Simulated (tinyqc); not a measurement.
Inside a calculation. Method: RKS/LDA (VWN5) in the sto-3g basis, for BH, spin multiplicity 1. One step of it, computed by the program tinyqc.

Problem. Orthogonalisation. S = U s U^T; symmetric (Loewdin) form X = U s^(-1/2) U^T, so that X^T S X = 1.

overlap S, order 1B 1s, 1B 2s, 1B 2px, 1B 2py, 1B 2pz, 2H 1s:
```
[[1.000000, 0.269328, 0.000000, 0.000000, 0.000000, 0.034662],
 [0.269328, 1.000000, 0.000000, 0.000000, 0.000000, 0.338179],
 [0.000000, 0.000000, 1.000000, 0.000000, 0.000000, 0.000000],
 [0.000000, 0.000000, 0.000000, 1.000000, 0.000000, 0.000000],
 [0.000000, 0.000000, 0.000000, 0.000000, 1.000000, 0.381548],
 [0.034662, 0.338179, 0.000000, 0.000000, 0.381548, 1.000000]]
```

Give: eigenvalues of S; X.

Solution.

eigenvalues of S: [0.4664, 0.7992, 1.0000, 1.0000, 1.1767, 1.5577]

X, order 1B 1s, 1B 2s, 1B 2px, 1B 2py, 1B 2pz, 2H 1s:
```
[[1.0298, -0.1486, 0.0000, 0.0000, -0.0081, 0.0230],
 [-0.1486, 1.0857, 0.0000, 0.0000, 0.0623, -0.2099],
 [0.0000, 0.0000, 1.0000, 0.0000, 0.0000, 0.0000],
 [0.0000, 0.0000, 0.0000, 1.0000, 0.0000, 0.0000],
 [-0.0081, 0.0623, 0.0000, 0.0000, 1.0680, -0.2304],
 [0.0230, -0.2099, 0.0000, 0.0000, -0.2304, 1.1224]]
```
